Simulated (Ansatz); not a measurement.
## Ansatz (development build ahead of 0.2.0) run

```yaml
crystal:
  periodic: [false, false, false]
  atoms:
    - { symbol: "N", position_ang: [-0.00473, 0.01386, 0.51502] }
    - { symbol: F, position_ang: [1.24016, -0.02716, -0.15638] }
    - { symbol: F, position_ang: [-0.59287, 1.01203, -0.09953] }
    - { symbol: F, position_ang: [-0.58852, -1.09244, -0.09591] }
basis:
  gaussian: { orbitals: cc-pVDZ }
hamiltonian:
  xc: hf
correlation:
  method: mp2
  frozen_orbitals: { F: 1, "N": 1 }
```

The input is written out in the form of the current development build from the run's settings.

Output:

* Converged: yes
* Reference energy: -352.54812 hartree
* Correlation energy: -0.73880 hartree
* Total energy: -353.28692 hartree
* Spin squared of the determinant: 0.000
